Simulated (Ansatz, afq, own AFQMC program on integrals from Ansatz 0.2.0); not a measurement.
Integrals from Ansatz 0.2.0, then the random walk in our own AFQMC program (afq).

```yaml
crystal:
  periodic: [false, false, false]
  atoms:
    - {symbol: B, position_ang: [0.000000, 0.000000, 0.758542]}
    - {symbol: O, position_ang: [0.000000, 0.000000, -0.694310]}
    - {symbol: H, position_ang: [0.000000, 1.191007, 1.442519]}
    - {symbol: H, position_ang: [0.000000, -1.191007, 1.442519]}
basis:
  gaussian: {orbitals: cc-pVDZ}
magnetization: {spin_polarized: true, initial_magnetization: 1}
correlation: {method: ccsd_t, electrons: outside_noble_gas, hamiltonian_folder: ham}
```

```sh
$ ansatz run in.yaml --threads 1 --pin off --events-out ev --progress --plain --max-ram 1382MiB
```

afq runs on the folder ham with

```
--method phaseless --trial hf --walkers 120 --populations 1 --least-time 40 --time-step 0.005 --steps-per-block 20 --equilibration-blocks 112 --max-blocks 600 --target-error 0.0012000 --factor-cut 1e-05 --start spin_pure --seed 2519 --taylor-order 6
```

Times are imaginary, in 1/Eh. The walk had a cap of 1172 s.

Output of the walk:

```
orbitals 36  electrons 6 5  factors 270 of 344
reference energy -100.67406070 Eh
CCSD correlation -0.26617624 Eh in 15 cycles, weight of the determinant in the CISD state 0.8712
energy of the start -100.674536 Eh
 block  time / (1/Eh)  mean weight  energy / Eh
     1     0.100  1.0023  -100.749052
     2     0.200  1.0029  -100.805489
     3     0.300  1.0024  -100.825405
     4     0.400  1.0023  -100.847246
     5     0.500  1.0028  -100.879226
     8     0.800  1.0012  -100.894842
    18     1.800  1.0003  -100.936302
    69     6.900  1.0025  -100.969646
   120    12.000  1.0013  -100.919685
   171    17.100  1.0012  -100.952690
   222    22.200  0.9993  -100.939748
   273    27.300  1.0001  -100.962108
   324    32.400  1.0005  -100.975600
   375    37.500  0.9995  -100.908353
   426    42.600  0.9998  -100.938454
   477    47.700  1.0016  -100.936934
   528    52.800  0.9991  -100.966969
   579    57.900  1.0012  -100.954238
   630    63.000  1.0009  -100.999306
   681    68.100  0.9994  -100.973168
   698    69.800  1.0009  -100.968072
blocks merged  error / Eh  count
     1  0.000978  600
     2  0.001290  300
     4  0.001655  150
     8  0.002097  75
    16  0.002332  37
    32  0.002681  18
    64  0.001913  9
energy -100.954646 +/- 0.002681 Eh
(rows thinned)
```

The run passed its tests (sampling time, drift between the halves within three errors, error under three times the target), which doesn't prove that it has relaxed.

Against this walk (error 72.9 meV) on the same determinant: CCSD(T) 195.4 meV higher, CCSDT(Q) 136.1 meV higher (within the noise), a separate phaseless walk with a CISD trial and standard settings 158.5 ± 74.4 meV higher. The error is statistical and leaves out the bias of the constraint.

Cautions: constraint bias not in the error; error above the target (72.9 against 32.7 meV).

The walk took 2.6 min on 1 thread of Intel(R) Xeon(R) 6975P-C (Granite Rapids), with other jobs on the host. The log's last line is the phaseless energy.

CCSDT and higher add their correlation energy to the determinant of the CCSD(T) run, since their own runs factorise the integrals more tightly (a shift of under 2 meV). A walk keeps the symmetry of its determinant, which the program's search chose and which needn't be the lowest solution, so a lower state of the same spin and another symmetry isn't excluded.
